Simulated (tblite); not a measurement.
C₂H₅OS (doublet state).
Atom-mapped SMILES: `[CH3:1][S:2][CH2:3][O:4]` (hydrogens: H5, H6, H7 on C1; H8, H9 on C3)

Computed with GFN2-xTB (tblite), gas phase: L-BFGS steps from a force-field or distance-geometry start until the largest atomic force falls under 0.01 eV/Å.

Step 56: E = -382.5779 eV
```
atom  x, y, z in Å  |  force x, y, z in eV/Å
C1      1.4142    0.0637   -0.0560   -0.056  -0.015  -0.010
S2      0.0792   -0.2788   -1.2056   -0.007   0.074  -0.031
C3     -1.4260   -0.0573    0.0361    0.073   0.023   0.033
O4     -1.0927    0.2395    1.2053    0.021  -0.052   0.042
H5      2.2628   -0.5700   -0.2897   -0.039  -0.041  -0.019
H6      1.0132   -0.1369    0.9397    0.004   0.081   0.034
H7      1.6974    1.1107   -0.1427   -0.050  -0.031   0.012
H8     -2.0375    0.6819   -0.5192    0.064   0.017  -0.091
H9     -1.8970   -1.0468   -0.1387   -0.010  -0.057   0.030
```

Step 57: E = -382.5804 eV
```
atom  x, y, z in Å  |  force x, y, z in eV/Å
C1      1.4125    0.0739   -0.0592    0.008   0.004   0.022
S2      0.0783   -0.2672   -1.2081   -0.012   0.113  -0.009
C3     -1.4268   -0.0677    0.0391    0.044   0.018   0.054
O4     -1.0966    0.2044    1.2159    0.032  -0.081  -0.012
H5      2.2446   -0.5909   -0.2647   -0.042  -0.068  -0.019
H6      0.9977   -0.0885    0.9395    0.014   0.098   0.003
H7      1.7400    1.1068   -0.1743   -0.119  -0.064   0.013
H8     -2.0363    0.6879   -0.4972    0.074  -0.003  -0.106
H9     -1.8998   -1.0528   -0.1617    0.001  -0.017   0.055
```

Q: Estimate the geometry and energy of step 58. (The exact step hangs on the optimiser's Hessian estimate; all steps are aligned on step 57, rigid shifts and turns removed.)

A: E = -382.5830 eV, largest force 0.175 eV/Å
```
atom  x, y, z in Å  |  force x, y, z in eV/Å
C1      1.4063    0.0857   -0.0621    0.009  -0.002   0.076
S2      0.0772   -0.2742   -1.2077   -0.014   0.139   0.004
C3     -1.4224   -0.0845    0.0421   -0.008   0.038   0.079
O4     -1.0935    0.1538    1.2282    0.023  -0.100  -0.090
H5      2.2255   -0.5977   -0.2391    0.041  -0.169  -0.021
H6      0.9857   -0.0348    0.9411    0.000   0.078  -0.024
H7      1.7636    1.1019   -0.2091   -0.138   0.036  -0.015
H8     -2.0059    0.7063   -0.4768    0.073  -0.052  -0.089
H9     -1.9229   -1.0507   -0.1873    0.014   0.033   0.078
```

The energy changes by -0.0027 eV. The first-order estimate −F·Δx gives -0.0047 eV and the mean of the old and new forces, exact on a quadratic surface, -0.0027 eV. The step makes an angle of 81° with the force vector and moves no atom by more than 0.055 Å.

What follows is the cost of the whole relaxation. Hardware: Arm Neoverse V1, one thread, no GPU, shared host with 32 logical CPUs at a one-minute load of 20. Cost: 0.25 s of wall time.
